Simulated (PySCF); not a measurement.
## Telling isomers of C5H4O apart by NMR

[PySCF 2.14: PBE0-D3(BJ)/def2-SVP geometry; couplings computed with B3LYP/pcJ-1 (spin–dipole term left out of most H,H and C,H couplings); NMR shieldings at PBE0/pcSseg-1/GIAO; equivalent nuclei averaged; single conformer; no relativistic terms; gas phase]

References, each an isolated molecule treated in the same way: ¹H and ¹³C against TMS. Multiplet labels drop J under 1 Hz and among equivalent protons, and merge close values. Unscaled 3J(H,H) run several per cent high. Shifts are as computed. Against solution values, carbons near 30 ppm lie about +2 ppm off and those near 130 ppm about +5 ppm. Of 1313 compounds with measured shifts, 239 miss one by over three times the rms of a fit or turn the order of signals round; such compounds aren't used in these exercises.

(1) Tabulate the signals of `CC#CC=C=O`, `O=C1C=CC=C1` and their relative energies.

(2) What is the quickest way to tell CC#CC=C=O from O=C1C=CC=C1?

Answers

(1) 
```tsv
SMILES	carbon types	δC	δH	E rel. (kcal/mol)
CC#CC=C=O	3×C 1×CH 1×CH3	211.3, 100.9, 64.0, 12.6, 6.1	3.62 (q, 1H), 2.07 (d, 3H)	26.0
O=C1C=CC=C1	1×C 4×CH	208.2, 155.6, 124.8	7.12 (d, 2H), 5.42 (d, 2H)	0.0
```

Energies are electronic energies at PBE0/pcSseg-1 on these geometries, without zero-point or thermal terms, each for the one conformer computed, which needn't be the lowest.

(2) Count the carbon signals: 5 against 3. The first has an alkyne carbon (C) at 100.9 ppm, the second a β carbon of a C=C–C=O unit (CH) at 155.6 ppm. Their most deshielded carbons lie at 211.3 and 208.2 ppm. In the proton spectra the most deshielded non-exchanging signals are 3.62 (q, J = 4.0 Hz, 1H) and 7.12 (d, J = 7.4 Hz, 2H).
